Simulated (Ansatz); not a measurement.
Saddle point of CH$_{8}$OSi, singlet (SiH₄O ([OH][SiH3]) + CH₄ → CH₆OSi ([CH3][SiH2][OH]) + H₂; bonds formed: Si1–C7, H2–H6; bonds broken: Si1–H2, H6–C7), PBE0-D4/def2-TZVP structure:

Si1  (-0.350, 0.526, 0.484)
H2  (0.021, -0.820, 1.419)
H3  (-0.249, 1.549, -0.622)
H4  (-1.795, 0.266, 0.671)
O5  (0.563, 1.327, 1.608)
H6  (0.147, -1.006, 0.339)
C7  (0.166, -0.902, -1.050)
H8  (0.812, 2.206, 1.307)
H9  (1.083, -0.474, -1.454)
H10  (-0.680, -0.680, -1.700)
H11  (0.284, -1.992, -1.003)
(Å)

Energies are electronic, without zero-point energy. Barriers and step energies count from the start structure reached by relaxing down the imaginary mode; all methods use the PBE0-D4 structures, on which another method's saddle can fall below an end. Program: Ansatz 0.2.0. Basis: def2-TZVPP, with def2-QZVPP for the basis limit. Cores are frozen in the correlated methods. B3LYP uses VWN-RPA correlation. Extrapolation: Hartree–Fock as exp(−7.88 √X), correlation as X^−2.97.

| method | barrier (kJ/mol) | step energy (kJ/mol) |
| --- | --- | --- |
| SPW92 | 222.8 | 13.3 |
| PBE-D4 | 260.9 | 15.7 |
| BLYP-D4 | ? | 18.9 |
| r2SCAN-D4 | 276.3 | 16.3 |
| B97M-V | 285.9 | 21.1 |
| PBE0-D4 | 279.9 | 18.3 |
| B3LYP-D4 | 303.7 | 21.4 |
| r2SCAN0-D4 | ? | 18.3 |
| BHLYP-D4 | 327.3 | 25.1 |
| CAM-B3LYP-D4 | 310.0 | 22.7 |
| wB97X-V | 305.7 | 20.2 |
| wB97M-V | 299.4 | 17.7 |
| B2PLYP | 311.2 | 22.8 |
| PBE-QIDH | 297.2 | 19.2 |
| RPA on PBE | 312.4 | 23.9 |
| HF | 392.5 | 37.9 |
| MP2 | ? | 16.6 |
| CCSD | 322.3 | 24.4 |
| CCSD(T) | 309.8 | 21.2 |

Fill in the withheld barriers. (Judge from chemistry; the value comes from the calculation.)

The calculation gives: BLYP-D4 290.9; MP2 304.3; r2SCAN0-D4 289.8 kJ/mol. Each is the energy of the saddle less that of the start structure, by the same method.

For comparison, the barrier by CCSD(T) at an estimated basis limit (MP2 extrapolated from triple and quadruple zeta, plus CCSD(T) − MP2 in triple zeta) is 305.3 kJ/mol.

The T1 diagnostic stays at or below 0.012.

Labels in which every atom is bracketed show which atoms are joined, not bond orders.

For scale, one of the runs: CCSD(T)/def2-TZVPP, 216 basis functions, launched by `ansatz run in.yaml --threads 4 --pin off --events-out ev --progress --plain --max-ram 9574MiB`. Hardware: 4 CPU threads of an Arm Neoverse V2, shared host. Wall time 31 s; peak host memory 3.2 GiB.
